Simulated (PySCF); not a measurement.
ethanethiol cation (C₂H₆S), SMILES CCS (connectivity only; charge and spin as stated), charge +1, multiplicity 2. Atoms are numbered in the order given.

```xyz
9

C      0.3304     1.6498     0.0000
C     -0.6322     0.4772     0.0000
S      0.0855    -1.1688     0.0000
H     -0.2589     2.5684     0.0000
H      0.9590     1.6499    -0.8916
H      0.9590     1.6499     0.8916
H     -1.3089     0.4538     0.8712
H     -1.3089     0.4538    -0.8712
H      1.4010    -0.8369     0.0000
```
Charge +1, spin multiplicity 2.

Coordinates come from a TPSSh-D3(BJ)/def2-TZVP optimisation. The geometry has at least one imaginary mode, so it is a saddle point at that level. The spin state was assumed, not searched. The values are those of a single conformer.

Two levels are set side by side: PBE/pcH-1 (PySCF) and PBE0/pcH-1 (PySCF). Contact hyperfine couplings, same geometry. Differences are taken from unrounded values.

| quantity | PBE0 |
|---|---|
| A(iso) of 13C, atom C1 (MHz) | -1.7 |
| A(iso) of 13C, atom C2 (MHz) | -16.6 |
| A(iso) of 33S, atom S3 (MHz) | 30.1 |
| A(iso) of 1H, atom H4 (MHz) | -3.5 |
| A(iso) of 1H, atom H5 (MHz) | 6.3 |
| A(iso) of 1H, atom H6 (MHz) | 6.3 |
| A(iso) of 1H, atom H7 (MHz) | 133.4 |
| A(iso) of 1H, atom H8 (MHz) | 133.4 |
| A(iso) of 1H, atom H9 (MHz) | -48.4 |

### Question
What does PBE give, and how far is it from PBE0? (Estimate from the structure and the level; the computed values follow.)

### Answer

| quantity | PBE | PBE minus PBE0 |
|---|---|---|
| A(iso) of 13C, atom C1 (MHz) | -2.8 | -1.1 |
| A(iso) of 13C, atom C2 (MHz) | -16.6 | 0.0 |
| A(iso) of 33S, atom S3 (MHz) | 13.8 | -16.3 |
| A(iso) of 1H, atom H4 (MHz) | -3.4 | 0.1 |
| A(iso) of 1H, atom H5 (MHz) | 17.1 | 10.8 |
| A(iso) of 1H, atom H6 (MHz) | 17.1 | 10.8 |
| A(iso) of 1H, atom H7 (MHz) | 162.3 | 28.9 |
| A(iso) of 1H, atom H8 (MHz) | 162.3 | 28.9 |
| A(iso) of 1H, atom H9 (MHz) | -41.8 | 6.6 |

Rough cost on one machine, each run with all the roots and properties that it gave: PBE0 against PBE within a factor of 2.
